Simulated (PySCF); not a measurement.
Molfile (atoms numbered from 1):
```
C4H8F2
     RDKit          3D

 14 13  0  0  0  0  0  0  0  0999 V2000
   -0.5933   -1.4265    0.2376 C   0  0  0  0  0  0  0  0  0  0  0  0
   -0.3130   -0.0854   -0.4260 C   0  0  0  0  0  0  0  0  0  0  0  0
    1.1679    0.2399   -0.4438 C   0  0  0  0  0  0  0  0  0  0  0  0
    1.6586    0.2686    0.8426 F   0  0  0  0  0  0  0  0  0  0  0  0
   -1.0913    1.0269    0.2515 C   0  0  0  0  0  0  0  0  0  0  0  0
   -0.8996    2.2142   -0.4138 F   0  0  0  0  0  0  0  0  0  0  0  0
   -1.6686   -1.6610    0.2382 H   0  0  0  0  0  0  0  0  0  0  0  0
   -0.0728   -2.2412   -0.2877 H   0  0  0  0  0  0  0  0  0  0  0  0
   -0.2408   -1.4245    1.2799 H   0  0  0  0  0  0  0  0  0  0  0  0
   -0.6410   -0.1180   -1.4807 H   0  0  0  0  0  0  0  0  0  0  0  0
    1.3365    1.2278   -0.9017 H   0  0  0  0  0  0  0  0  0  0  0  0
    1.7298   -0.5211   -1.0121 H   0  0  0  0  0  0  0  0  0  0  0  0
   -2.1707    0.7988    0.2588 H   0  0  0  0  0  0  0  0  0  0  0  0
   -0.7489    1.1505    1.2932 H   0  0  0  0  0  0  0  0  0  0  0  0
  1  2  1  0
  2  3  1  0
  3  4  1  0
  2  5  1  0
  5  6  1  0
  1  7  1  0
  1  8  1  0
  1  9  1  0
  2 10  1  0
  3 11  1  0
  3 12  1  0
  5 13  1  0
  5 14  1  0
M  END
```

Geometry: PBE0-D3(BJ)/def2-SVP; GIAO shifts from PySCF 2.14, gas phase, non-relativistic, averaged over equivalent atoms.

At PBE0/STO-3G (38 basis functions, 3 s wall time on 1 thread of an x86-64 server CPU, shared host):
```csv
atoms,δ (ppm)
C3/C5,60.1
C2,28.6
C1,20.1
F4/F6,-148.1
H11/H13,2.06
H12/H14,1.96
H10,0.94
H7/H8/H9,0.72
```

Shifts are taken against calculated references (same method and geometry level): ¹³C (σref 234.69) and ¹H (σref 32.60) against TMS; ¹⁹F (σref 304.40) vs CFCl3.

Predict the values at PBE0/def2-TZVP on the same geometry.

Answers


| atoms | δ at PBE0/def2-TZVP | change |
| --- | --- | --- |
| C3/C5 | 83.3 | +23.2 |
| C2 | 39.2 | +10.6 |
| C1 | 12.0 | -8.1 |
| F4/F6 | -250.6 | -102.5 |
| H11/H13 | 4.46 | +2.40 |
| H12/H14 | 4.23 | +2.27 |
| H10 | 1.76 | +0.82 |
| H7/H8/H9 | 0.89 | +0.17 |

δ = σ(ref) − σ, references computed at the same level: ¹³C (σref 186.65) and ¹H (σref 31.48) against TMS; ¹⁹F (σref 178.85) vs CFCl3.

The largest change is at F4/F6 (fluorine on an sp3 carbon). Cost: 234 basis functions, 25 s wall time on 1 thread of an x86-64 server CPU, shared host. The order of the carbon signals is the same at both levels.

Unscaled 19F shifts against computed CFCl3 carry errors that often reach 10 to 50 ppm.
